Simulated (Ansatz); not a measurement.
Relaxation of CH3BN (6 atoms, charge -1, multiplicity 1), to a largest force component of 0.02 eV/Å in at most 40 steps.

All numbers below come from UKS CAM-B3LYP/6-31G* in Ansatz 0.2.0.

```xyz
6
Properties=species:S:1:pos:R:3
B -0.727 0.221 -0.601
N 0.375 -0.091 0.079
C 1.482 -0.385 0.614
H -1.457 -0.643 -1.037
H -1.014 1.377 -0.828
H 1.342 -0.479 1.774
```

Task: Where does it end, and by what steps?

Result: The run converged. Limits of this set-up: an anion without diffuse functions, the dipole of an ion depends on the origin. After 4 steps the energy has fallen by 0.027 eV; H6 moved furthest, 0.03 Å.

| step | energy less start (eV) | largest force component (eV/Å) | accepted |
| --- | --- | --- | --- |
| 0 | 0.0000 | 0.807 | yes |
| 1 | -0.0212 | 0.362 | yes |
| 2 | -0.0263 | 0.077 | yes |
| 3 | -0.0266 | 0.029 | yes |
| 4 | -0.0268 | 0.012 | yes |

```xyz
6
Properties=species:S:1:pos:R:3
B -0.726 0.222 -0.613
N 0.389 -0.095 0.084
C 1.495 -0.392 0.627
H -1.464 -0.650 -1.032
H -1.018 1.385 -0.819
H 1.324 -0.471 1.752
```

The run took 12 s on 1 CPU thread of a shared host.
